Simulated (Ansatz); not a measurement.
C2H3FO2 (`O=COCF`). The species carries charge 0 and has multiplicity 1.

| atom | x (Å) | y (Å) | z (Å) |
| --- | --- | --- | --- |
| O1 | 1.1125 | 0.4297 | 1.3491 |
| C2 | 0.5271 | -0.5749 | 1.0703 |
| O3 | -0.2720 | -0.7306 | 0.0141 |
| C4 | -0.4060 | 0.4118 | -0.8088 |
| F5 | -1.2562 | 0.0567 | -1.7942 |
| H6 | 0.5630 | -1.5119 | 1.6424 |
| H7 | -0.8307 | 1.2389 | -0.2356 |
| H8 | 0.5623 | 0.6803 | -1.2373 |

Q: Give the diagnostics of a CCSD(T)/def2-TZVPP run (frozen core, Ansatz). (An estimate is asked.)

A: The calculation gave: T1 = 0.0147, largest single amplitude 0.037, largest double 0.043, (T) share of the correlation energy 3.7 %, 10 CCSD cycles. The RHF solution is stable towards an unrestricted one. T1 lies under the customary mark of 0.02 for closed shells.
